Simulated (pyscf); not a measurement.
HO–Si•(OH)–OH + hydrogen (H₂) -> HO–SiH(OH)–OH + H atom (H•), a hydrogen abstraction (doublet surface; H–H broken, H–Si formed). Structures and frequencies: ωB97X-D3(BJ)/def2-SVP in PySCF. Energies in eV from the separated reactants.

Small-basis levels: PySCF, no dispersion term, spherical d functions. AM1 to PM7: differences of heats of formation from MOPAC. Open shells are spin-unrestricted. 

```tsv
level	barrier	reaction energy
HF/STO-3G	1.19	+0.46
HF/6-31G*	0.63	-0.20
SVWN5/6-31G*	0.11	+0.35
PBE/6-31G*	0.40	+0.39
B3LYP/6-31G*	0.48	+0.39
PBE/def2-SVP	___	+0.34
B3LYP/def2-SVP	___	+0.34
AM1	1.10	+1.65
PM6	0.38	+1.26
ωB97M-D3(BJ)/def2-TZVP	___	+0.22
```

Complete the blanks.


- PBE/def2-SVP, barrier: 0.33
- B3LYP/def2-SVP, barrier: 0.41
- ωB97M-D3(BJ)/def2-TZVP, barrier: 0.52

Against the last row the barrier runs from -0.41 (SVWN5/6-31G*) to +0.67 eV (HF/STO-3G). At SVWN5/6-31G*, PBE/def2-SVP, AM1, PM6 this geometry lies under one side, so the entry may be no barrier of that level: it is a single point on another level's saddle. ωB97M-D3(BJ)/def2-TZVP has limits of its own. This is the saddle that the search found; another between the same sides may lie lower. The angle at the transferred H is 178°.
